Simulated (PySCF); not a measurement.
Compound: C4H5FO.
Geometry (PBE0-D3(BJ)/def2-SVP, Å), atoms numbered from 1 in this order:
```
atom  x, y, z in Å
C1    -1.6219   -0.6886    0.2061
C2    -0.2354   -0.4073   -0.2406
C3     0.5530    0.5681    0.2326
C4     1.9117    0.7422   -0.2979
O5     2.4663    0.1072   -1.1344
F6     2.5305    1.7747    0.2962
H7    -2.3185   -0.6421   -0.6474
H8    -1.6959   -1.7141    0.6053
H9    -1.9627    0.0149    0.9783
H10    0.1872   -1.0492   -1.0241
H11    0.2239    1.2587    1.0133
```

The calculation used PBE0-D3(BJ)/def2-SVP geometry optimisation, gas phase in PySCF.

Take the most abundant isotopes and a rigid rotor. The values belong to one conformer with, in the numbering `[CH3:1]/[CH:2]=[CH:3]/[C:4](=[O:5])[F:6]`, C2–C3–C4–O5 0°.

Task: What are A, B and C (MHz)?

Result: Ia = 50.94, Ib = 268.05, Ic = 315.86 u·Å²; 505379 MHz·u·Å²/I gives A = 9921, B = 1885, C = 1600 MHz.

Task: What kind of rotor is it?

Result: A near-prolate asymmetric top: κ = (2 × 1885 − 9921 − 1600)/(9921 − 1600) = -0.93.

Task: Is it planar, by Δ = Ic − Ia − Ib?

Result: Not planar: Δ = Ic − Ia − Ib = -3.13 u·Å². For a rigid frame Δ = −2 Σ m c², so Σ m c² = 1.57 u·Å² lies off the ab plane, practically all of it from hydrogen. The atom farthest from that plane is 0.89 Å away.

Task: Give the other two planar moments, Paa and Pbb, and the rms extents of the mass along the axes.

Result: Paa = Σ m a² = (Ib + Ic − Ia)/2 = 266.48 and Pbb = Σ m b² = (Ia + Ic − Ib)/2 = 49.37 u·Å². With the mass M = 88.03 u, the rms extents √(P/M) along a, b and c are 1.74, 0.75, 0.13 Å.

Task: Where do the levels up to J = 3 lie, in K?

Result: Above 0(0,0), as E/k:
J = 1: 1(0,1) 0.167, 1(1,1) 0.553, 1(1,0) 0.567
J = 2: 2(0,2) 0.501, 2(1,2) 0.874, 2(1,1) 0.915, 2(2,1) 2.072, 2(2,0) 2.072
J = 3: 3(0,3) 1.002, 3(1,3) 1.355, 3(1,2) 1.437, 3(2,2) 2.574, 3(2,1) 2.576, 3(3,1) 4.537, 3(3,0) 4.537
Those of J = 1 are B + C, A + C and A + B.

Task: Which types of transition are allowed, and where do some lines up to J = 5 fall?

Result: The dipole components are |μa| = 3.70 D, |μb| = 1.20 D, |μc| = 0.00 D; the mirror of this Cs structure is the ab plane, so μc vanishes by symmetry (the 0.01 D computed is a residue) and there are no c-type lines. Intensities carry the squares of the components, which stand as 1.00 : 0.10 (a : b). Some lines, for components of 0.1 D or more:

| type | branch | J(Ka,Kc) | MHz | lower level (cm⁻¹) |
| --- | --- | --- | --- | --- |
| a | Q | 4(1,3) ← 4(1,4) | 2853 | 1.387 |
| a | R | 1(0,1) ← 0(0,0) | 3485 | 0.000 |
| a | Q | 5(1,4) ← 5(1,5) | 4277 | 1.944 |
| a | R | 2(0,2) ← 1(0,1) | 6963 | 0.116 |
| b | Q | 4(1,3) ← 4(0,4) | 9697 | 1.159 |
| b | R | 1(1,1) ← 0(0,0) | 11521 | 0.000 |
| a | R | 4(2,3) ← 3(2,2) | 13936 | 1.789 |
| a | R | 4(3,2) ← 3(3,1) | 13956 | 3.153 |
| b | R | 2(1,2) ← 1(0,1) | 14722 | 0.116 |
| b | Q | 5(2,3) ← 5(1,4) | 22687 | 2.086 |
| b | Q | 3(2,1) ← 3(1,2) | 23722 | 0.999 |
| b | R | 2(2,0) ← 1(1,1) | 31657 | 0.384 |
| b | R | 3(3,0) ← 2(2,1) | 51355 | 1.440 |
| b | R | 4(3,1) ← 3(2,2) | 54856 | 1.789 |
| b | Q | 5(5,1) ← 5(4,2) | 73593 | 6.110 |
| b | R | 5(5,1) ← 4(4,0) | 91037 | 5.528 |

Task: Estimate the classical rotational partition function at 200 K, 298.15 K and 500 K.

Result: Point group Cs, symmetry number σ = 1; q = (√π/σ)·√((kT/h)³/(ABC)), k/h = 20836.6 MHz/K: 87200 at 200 K, 159000 at 298.15 K, 345000 at 500 K.

Stationary, but not proved a minimum. These are rigid-rotor constants of the computed structure; measured ground-state constants (B0) also hold zero-point vibration. A rigid rotor knows nothing of internal rotation, which can split or shift real lines.
